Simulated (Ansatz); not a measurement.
**How far each method lies from full CI for BO, quartet**

Geometry: that of the BO, doublet, kept fixed. The doublet lies 6.6 eV lower here.

```xyz
2

B     0.0000    0.0000    0.0000
O     0.0000    0.0000    1.2006
```

Basis cc-pVDZ; Ansatz 0.2.0. Correlated methods freeze the noble-gas cores, which leaves 9 electrons in 26 orbitals. R marks a restricted (for open shells ROHF) determinant, U an unrestricted one. Active spaces: valence = (9e, 8o) chosen from the atoms' valence shells.

Full CI is exact within this basis and frozen core; it isn't the basis-set limit. The frozen core follows each run's orbitals, which can shift R against U totals by a few meV.

For open shells CISD and CISDTQ are restricted-active-space CI with the open shells as a complete middle space. The determinant fills πx and πy unequally, so it is a mixture of Σ and Δ, which weighs on every level built on one determinant.

* UHF ⟨S²⟩: 3.755
* T1 diagnostic (RCCSD): 0.0190
* largest doubles amplitude (RCCSD): 0.142
* T1 diagnostic (UCCSD): 0.0161

| level | E − E(full CI) (kJ/mol) | share of correlation (%) | wall time |
| --- | --- | --- | --- |
| RHF | 538.0 | 0.00 | – |
| UHF | 526.6 | 2.13 | – |
| RMP2 | 94.8 | 82.39 | – |
| UMP2 | 95.0 | 82.33 | – |
| CISD | 60.3 | 88.80 | 1.3 s |
| RCCSD | 43.2 | 91.97 | – |
| UCCSD | 43.3 | 91.95 | – |
| RCCSD(T) | 29.4 | 94.54 | 0.97 s |
| UCCSD(T) | 29.7 | 94.47 | 1 s |
| BCCD(T) | 29.7 | 94.48 | 1.2 s |
| RCCSDT* | 3.9 | 99.28 | – |
| UCCSDT* | 4.1 | 99.23 | – |
| CISDTQ | 3.0 | 99.43 | 7 s (H100) |
| RCCSDT(Q)* | -1.5 | 100.29 | 6 s |
| UCCSDT(Q)* | -1.6 | 100.30 | 5.5 s |
| RCCSDTQ* | 0.2 | 99.96 | 16 s (H100) |
| UCCSDTQ* | 0.2 | 99.96 | 15 s (H100) |
| CASSCF (valence space) | 416.3 | 22.63 | – |
| NEVPT2 (valence space) | 72.7 | 86.49 | 1.6 s |
| MRCISD (valence space) | 19.4 | 96.40 | – |
| MRCISD+Q (valence space) | 1.8 | 99.67 | 2.2 s |

An asterisk marks runs whose energy the program itself flagged as in doubt.

The correlation energy at full CI, counted from RHF, is -5.576 eV. That run took 22 s on 5 threads of AMD EPYC 7R13 with a whole H100 80 GB, shared host over 149,645,104 determinants.

Times hold each run's SCF and search for its determinant on a shared host, so for small cases they say little of a method's own cost; rows without a card ran on 1 thread of AMD EPYC 7R13.

More than 5 meV below full CI, which no variational method can be: RCCSDT(Q), UCCSDT(Q).

The full-CI state has the irrep A1 of C2v, in the program's axes (one component, if the state is degenerate).

Natural occupations of full CI about the gap: 1.980 1.968 1.473 1.472 0.993 0.511 0.511 0.019 0.012 0.010; effectively unpaired electrons, Σ n²(2−n)², 3.37. No single determinant describes this state well, so single-reference rows can miss without a flag.
